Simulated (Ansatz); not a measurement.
Energy needed to pull apart CH$_{6}$B$_{2}$ (SMILES BCB), singlet, into free ground-state atoms, from the structure below (displaced at random from a GFN2-xTB minimum); no zero-point or spin–orbit terms; open-shell atoms are treated unrestricted, in their ground-state multiplicity.

```
9
angstrom
B -0.4869 0.6717 -0.9850
C 0.5674 -0.1815 -0.1882
B -0.0345 -0.5005 1.1521
H -1.3032 0.0956 -1.6261
H -0.4730 1.7910 -0.9131
H 1.5340 0.4066 -0.1072
H 0.8567 -1.1170 -0.7551
H 0.1237 0.1982 2.0630
H -0.7011 -1.4560 1.3268
```

Program: Ansatz 0.2.0. Basis: def2-TZVPP. Cores are frozen in the correlated methods.

| method | atomization energy (kcal/mol) |
| --- | --- |
| PBE-D4 | 765.6 |
| r2SCAN-D4 | 764.0 |
| PBE0-D4 | 762.0 |
| BHLYP-D4 | 754.3 |
| CAM-B3LYP-D4 | 766.6 |
| wB97M-V | 763.0 |
| HF | 602.9 |
| MP2 | ? |
| CCSD | ? |
| CCSD(T) | 740.4 |

(1) What does CCSD give? (To be estimated.)

(2) What does MP2 give? (An estimate is asked for; the value comes from the calculation.)

No T1 diagnostic of these runs exceeds 0.012.

Answers

(1) By the calculation: 734.2 kcal/mol, which is about 6.2 kcal/mol less than CCSD(T)/def2-TZVPP.

(2) Computed: 746.4 kcal/mol, which is about 6.0 kcal/mol more than CCSD(T)/def2-TZVPP.

In triple zeta the MP2 and coupled-cluster atomization energies are still short of their basis limit by a few kcal/mol a bond, whereas those of the functionals are nearly converged, so these differences are not deviations from converged CCSD(T).

For scale, one of the runs: CCSD(T)/def2-TZVPP forces, 177 basis functions (an equivalent command: `ansatz run in.yaml --threads 4`). Hardware: 4 CPU threads, shared host. Wall time 57 s; peak host memory 3.3 GiB.
